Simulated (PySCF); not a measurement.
**butanoyl fluoride (C4H7FO): electronic excitations and core binding energies**

What electronic excitations and core binding energies should butanoyl fluoride (C4H7FO) (`CCCC(=O)F`) show?

Programs: PySCF 2.14.0, with density-fitted response routines of our own. Each step states its level of theory. These are calculated values for one molecule in the gas phase, unless marked as measured. Atoms count from 0, in the outputs and in this text.

## Step 1: Starting geometry

13 atoms, charge 0, multiplicity 1; geometry from: GFN2-xTB.

Bonds of the start (Å): C0–C1 1.52, C1–C2 1.53, C2–C3 1.49, C3–O4 1.18, C3–F5 1.37, C0–H6 1.09, C0–H7 1.09, C0–H8 1.09, C1–H9 1.09, C1–H10 1.09, C2–H11 1.09, C2–H12 1.09.

## Step 2: TDDFT and polarisability: B3LYP/def2-SVPD

What the job is given:

```
{"job": {"kind": "uv", "xc": "B3LYP", "basis": "def2-SVPD", "nstates": 8, "ntriplets": 3}, "charge": 0, "multiplicity": 1}
C     -1.488630    -0.007642    -0.502365
C     -0.565425    -0.308161     0.672098
C      0.778959     0.405710     0.536060
C      1.628174    -0.175008    -0.540649
O      1.485722    -1.133846    -1.209989
F      2.758024     0.586446    -0.708000
H     -2.439469    -0.517962    -0.374435
H     -1.042217    -0.346983    -1.432913
H     -1.681176     1.060566    -0.577243
H     -0.392841    -1.383885     0.731467
H     -1.040040     0.011843     1.601209
H      0.640799     1.469125     0.321666
H      1.353732     0.340285     1.465367
```

Method: TDDFT B3LYP/def2-SVPD, vertical, gas phase, core orbitals frozen in the response.

Run with:

```console
> OMP_NUM_THREADS=1 python probes_run.py task.json out
```

One launch serves the whole session: the jobs run in the order shown.

**Question.** This job is followed by: delta-SCF UKS SCAN, pcX-2 on the ionised atom, pcseg-1 elsewhere, spin-free X2C. What will the session give for the following? lowest singlet (B3LYP/def2-SVPD); brightest single state of those computed; lowest triplet; C1s binding energies, SCAN/pcX-2; O1s binding energies, SCAN/pcX-2; F1s binding energies, SCAN/pcX-2.

**Answer**, as computed:

| quantity | value |
| --- | --- |
| lowest singlet (B3LYP/def2-SVPD) | 6.07 eV (204 nm), f = 0.001 |
| brightest single state of those computed | state 5, 8.19 eV, f = 0.050 |
| lowest triplet | 5.49 eV |
| C1s binding energies, SCAN/pcX-2 | C3 295.93, C2 291.81, C1 291.16, C0 290.80 eV |
| O1s binding energies, SCAN/pcX-2 | O4 538.96 eV |
| F1s binding energies, SCAN/pcX-2 | F5 692.99 eV |

The lowest singlet, at 6.07 eV, is HOMO→LUMO 0.97 and is dark; of the 8 states computed, the strongest absorption comes from states 4 to 5 together at 8.19 eV. The lowest triplet lies 0.58 eV below the lowest singlet (triplets in Tamm-Dancoff, singlets in full TDDFT). C3 (carbonyl carbon) binds its C1s electron 5.13 eV more tightly than C0 (methyl carbon).
